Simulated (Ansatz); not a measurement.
The parent structure is Cu in the fcc (Cu type) structure (space group Fm-3m, No. 225).

```
Cu
1.0
    0.00000     1.81485     1.81485
    1.81485     0.00000     1.81485
    1.81485     1.81485     0.00000
Cu
1
Direct
  0.00000   0.00000   0.00000
```

Level of theory: Kohn–Sham DFT with the PBE functional, run in Ansatz (an electronic-structure program) with PAW and 420 eV plane waves, no SOC.

Perturbation: Ag takes the place of Cu on all its sites, then cell and atoms are relaxed.

Measured lattice parameter a: Cu 3.595 Å (static lattice; corrected from measurement; as listed in Gábor I. Csonka et al., Physical Review B (2009)); Ag 4.062 Å (static lattice; corrected from measurement; as listed in Daniel Mejia-Rodriguez, S. B. Trickey, Phys. Rev. B (2018)).

Problem. How well does PBE reproduce the measured shift?

Solution. With PBE the lattice parameter a moves by +0.519 Å (3.630 → 4.149) against +0.467 Å measured.

Stability against distortions was not tested. The final runs are not spin-polarised.
